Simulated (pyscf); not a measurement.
Structures and frequencies: ωB97X-D3(BJ)/def2-SVP in PySCF. MP2 and CC: frozen core, UHF for open shells. ΔMP2 is the change of the MP2 total energy from the triple- to the quadruple-zeta basis.

Question: How much does it cost (ΔH, 298 K, CCSD(T)/def2-TZVPP + ΔMP2(QZVPP)) to split H₂N–SiH(F)–Cl at its F–Si bond into H₂N–SiH•–Cl + F•?

Answer: F–Si to H₂N–SiH•–Cl + F•: 6.86 eV. Other isomers of H₂N–SiH•–Cl were not searched in full and may lie lower. The CCSD(T) − MP2 part came from Ansatz, without density fitting, on the same reference. Left out: the spin-orbit lowering of F.
